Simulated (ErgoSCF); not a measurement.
# F2 (fluorine): levels of theory compared

Wanted: a comparison of 6 runs (HF/3-21G, HF/6-311+G**, HF/cc-pVTZ, B3LYP/6-31G*, PBE0/def2-SVP, SVWN5/6-31G*) of F2 (fluorine). 

Program for the calculation: ErgoSCF 3.8.

2 further runs of the same task are left out: 2 set aside as unsound or not needed.

### Step 1. The molecule

F2 has 2 atoms, charge 0, and is taken as a singlet. As SMILES, `FF`. Geometry: relaxed at PBE0-D4/def2-TZVP.

Bond lengths: F1–F2 1.376 Å.

### Step 2. A single-point energy at HF/3-21G (run 1)

The input, ergo.in:

```
set_nthreads(1)
basis = "3-21G"
scf.use_diagonalization = 1
scf.output_mulliken_pop = 1
scf.max_number_of_iterations = 120
tmpdir = "."
molecule_inline
F     -1.10341108     0.40137783    -0.55746921
F      1.10341108    -0.40137783     0.55746921
EOF
run "HF"
```

The basis set 3-21G is read from a file made from the Basis Set Exchange's data (not shown).

Launch:

```bash
ergo ergo.in
```

The log of the run:

```text
[...]
INSC SCF_general constructor, number of basis functions: 18
[...]
INSC Energy   1 =       -141.30163404773
[...]
INDE E_LUMO =          0.15905024930
[...]
INSC Energy   8 =       -197.64342811207  ( diff     -0.000000000009550 )
[...]
RESC CONVERGED after   8 iterations.
RESC FINAL ENERGY:       -197.64342811207
[...]
INSC SCF: dipole_moment_x [atomic units] =      -0.00000000
INSC SCF: dipole_moment_y [atomic units] =       0.00000000
INSC SCF: dipole_moment_z [atomic units] =      -0.00000000
[...]
```

It took 0.46 s on 1 thread of Arm Neoverse V1, shared host; peak memory 0.26 GiB.

### Step 3. A single-point energy at HF/6-311+G(d,p) (run 2)

The input, job.ego:

```
set_nthreads(1)
molecule_inline Angstrom
F       -0.583900       0.212400      -0.295000
F        0.583900      -0.212400       0.295000
EOF
scf.use_diagonalization = 1
scf.max_number_of_iterations = 120
scf.output_mulliken_pop = 1
tmpdir = "."
basis = "6-311+G**"
run "HF"
```

The basis set 6-311+G** is read from a file made from the Basis Set Exchange's data (not shown).

Launch:

```bash
ergo < job.ego
```

The log of the run:

```text
[...]
INSC SCF_general constructor, number of basis functions: 44
[...]
INSC Energy   1 =        -99.68203302043
[...]
INDE E_LUMO =          0.08847755313
[...]
INSC Energy  10 =       -198.73541585699  ( diff     -0.000000000007105 )
[...]
RESC CONVERGED after  10 iterations.
RESC FINAL ENERGY:       -198.73541585699
[...]
INSC SCF: dipole_moment_x [atomic units] =      -0.00000000
INSC SCF: dipole_moment_y [atomic units] =      -0.00000000
INSC SCF: dipole_moment_z [atomic units] =       0.00000000
[...]
```

Run time: 1.9 s. Hardware: 1 thread of Arm Neoverse V1, shared host; peak memory 0.26 GiB.

### Step 4. The energy at HF/cc-pVTZ (run 3)

The input, ergo.in:

```
set_nthreads("env")
molecule_inline
F  -1.10341108 0.40137783 -0.55746921
F  1.10341108 -0.40137783 0.55746921
EOF
scf.output_mulliken_pop = 1
tmpdir = "."
basis = "cc-pVTZ"
scf.max_number_of_iterations = 120
scf.use_diagonalization = 1
run "HF"
```

The basis set cc-pVTZ is read from a file made from the Basis Set Exchange's data (not shown).

Launch:

```bash
ergo ergo.in
```

The log of the run:

```text
[...]
INSC SCF_general constructor, number of basis functions: 60
[...]
INSC Energy   1 =        -40.56869692029
[...]
INDE E_LUMO =          0.12375392779
[...]
INSC Energy  10 =       -198.75601330156  ( diff     -0.000000000002359 )
[...]
RESC CONVERGED after  10 iterations.
RESC FINAL ENERGY:       -198.75601330156
[...]
INSC SCF: dipole_moment_x [atomic units] =       0.00000000
INSC SCF: dipole_moment_y [atomic units] =       0.00000000
INSC SCF: dipole_moment_z [atomic units] =       0.00000000
[...]
```

Wall time 13 s (1 thread of Arm Neoverse V1, shared host); peak memory 0.26 GiB.

Runs 4 to 5 aren't shown in full; the table further down has their settings and results.

### Step 5. A single-point energy at SVWN5/6-31G(d) (spherical functions) (run 6)

The input, run.inp:

```
set_nthreads("env")
tmpdir = "."
scf.use_diagonalization = 1
basis = "6-31G*"
scf.max_number_of_iterations = 120
charge = 0
scf.output_mulliken_pop = 1
spin_polarization = 0
XC.angint = 41
XC.radint = 1e-11
XC.sparse_mode = 0
molecule_inline
F     -1.10341108     0.40137783    -0.55746921
F      1.10341108    -0.40137783     0.55746921
EOF
run "SVWN5"
```

The basis set 6-31G* is read from a file made from the Basis Set Exchange's data (not shown).

Launch:

```bash
ergo < run.inp
```

The log of the run:

```text
[...]
INSC SCF_general constructor, number of basis functions: 28
[...]
INSC Energy   1 =       -108.58563159237
[...]
INDE E_LUMO =         -0.17024797667
[...]
INSC Energy   9 =       -198.22861564721  ( diff     -0.000000000042235 )
[...]
RESC CONVERGED after   9 iterations.
RESC FINAL ENERGY:       -198.22861564721
[...]
INSC SCF: dipole_moment_x [atomic units] =       0.00000000
INSC SCF: dipole_moment_y [atomic units] =      -0.00000000
INSC SCF: dipole_moment_z [atomic units] =       0.00000000
[...]
```

It took 0.95 s on 1 thread of Arm Neoverse V1, shared host; peak memory 0.26 GiB.

### Step 6. Overview of the runs

| run | level | integration grid | radint | energy (Eh) | dipole moment (D) | wall time |
| --- | --- | --- | --- | --- | --- | --- |
| 1 | HF/3-21G | – | – | -197.643428 | 0.00 | 0.46 s |
| 2 | HF/6-311+G** | – | – | -198.735416 | 0.00 | 1.9 s |
| 3 | HF/cc-pVTZ | – | – | -198.756013 | 0.00 | 13 s |
| 4 | B3LYP/6-31G* (spherical functions) | Turbo | 1e-11 | -199.494761 | 0.00 | 1.5 s |
| 5 | PBE0/def2-SVP | Turbo | 1e-11 | -199.155663 | 0.00 | 1.4 s |
| 6 | SVWN5/6-31G* (spherical functions) | Turbo | 1e-11 | -198.228616 | 0.00 | 0.95 s |

### Step 7. What came out

```
            quantity          value
 run 6: total energy  -198.22862 Eh
run 6: dipole moment         0.00 D
```

Totals of different functionals can't be ranked against each other. All runs together took 19 s, the longest 13 s.
